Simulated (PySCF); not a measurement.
# Vertical excitation energies

Species: phosphoric acid, H3O4P.
Bonds: O1–P2 (double), P2–O3, P2–O4, P2–O5. Hydrogens: H6 on O3; H7 on O4; H8 on O5.

The calculation used TDDFT CAM-B3LYP/def2-SVPD, vertical, gas phase, core orbitals frozen in the response in PySCF 2.14.0, density-fitted response routines. Geometry: GFN2-xTB, one conformer, isolated molecule. Torsions of this conformer, `[O:1]=[P:2]([OH:3])([OH:4])[OH:5]`: H–O3–P2–O1 18°, H–O4–P2–O1 2°, H–O5–P2–O1 178°.

Question: What does the calculation give for the low-lying excited states?

Answer: 

```
state  E (eV)  λ (nm)  ν̃ (cm⁻¹)       f  |μ| (D)     main configurations (H = HOMO, L = LUMO)
   S1    7.76   159.8      62570   0.029     0.98                                    H→L (91%)
   S2    7.99   155.3      64400   0.021     0.83                                  H-1→L (90%)
   S3    8.38   148.0      67570  0.0072     0.48                                  H-2→L (89%)
   S4    9.05   136.9      73020   0.024     0.83                                  H→L+2 (68%)
   S5    9.17   135.2      73990   0.016     0.67                   H→L+1 (50%), H-1→L+2 (20%)
   S6    9.23   134.3      74440   0.014     0.63    H-1→L+2 (37%), H→L+1 (32%), H-2→L+1 (13%)
   S7    9.39   132.0      75750   0.032     0.94  H-2→L+1 (32%), H-1→L+2 (22%), H-1→L+1 (15%)
   S8    9.50   130.5      76630   0.035     0.98    H-2→L+2 (27%), H-3→L (20%), H-1→L+1 (17%)
```

Triplets (Tamm–Dancoff): T1 7.52 eV, H→L (86%); T2 7.74 eV, H-1→L (84%); T3 8.04 eV, H-2→L (83%).

The lowest singlet lies at 7.76 eV (160 nm, vacuum ultraviolet) and is weak; its leading configuration is HOMO→LUMO (91%). The most intense listed level is S8 at 9.50 eV (130 nm, f = 0.035), 1.74 eV above S1. It is the last of those listed, so stronger ones may follow. Löwdin shares by element: HOMO oxygen 89% or more, phosphorus 9%; LUMO oxygen 47% or more, phosphorus 21% (atoms not listed hold the other 32%). The oscillator strengths of these states sum to 0.176; summed over the whole spectrum of an exact calculation they would give the number of electrons, 50 (Thomas–Reiche–Kuhn). The listed states span 1.74 eV, and the widest gap between neighbours is 0.68 eV (S3 to S4). Of the 8 states listed, 7 reach f = 0.01 and none stays under 0.0005. Only the lowest 8 singlets were computed, as vertical energies without vibronic structure.
